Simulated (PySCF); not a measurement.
Spin states of BP⁻

Unrestricted PBE0; B def2-TZVPPD, P def2-TZVPPD; no relativity (PySCF 2.14). Outer shells of the fragments: B 2s2 2p1; P− 3s2 3p4.

Followed along the bond (rough minima from three points):

```
2Ms+1  unpaired  ⟨S²⟩ at the start  R at minimum (Å)  Te (eV)
    2       σ ↑               0.80              1.70     0.00
    2       π ↑               0.76              1.82     0.86
```

Solutions found at the starting distance of 1.980 Å, counted from the lowest of them; the search is not exhaustive and high or unbound solutions are not listed, so other states can lie among these:

```
2Ms+1  unpaired  term  E (eV)  ⟨S²⟩  ⟨Lz²⟩  μ (D)
    2       σ ↑   ²Σ⁺    0.00  0.80   0.00   1.00
    2       π ↑    ²Π    0.20  0.76   1.01   3.16
```

A term symbol is given only where ⟨S²⟩ and ⟨Lz²⟩ are close to those of a pure state; real π, δ and φ orbitals otherwise mix terms. A positive dipole points towards P; it is taken about the centre of mass and depends on that origin.

Q: Compare the gap between the two lowest followed solutions at the starting distance with the gap between their minima.

A: At PBE0 the second solution (doublet, unpaired electrons π ↑) lies +0.20 eV from the first (doublet, unpaired electrons σ ↑) at 1.980 Å and +0.86 eV at the minima; the two curves relax by different amounts, since their minima lie near 1.82 and 1.70 Å.
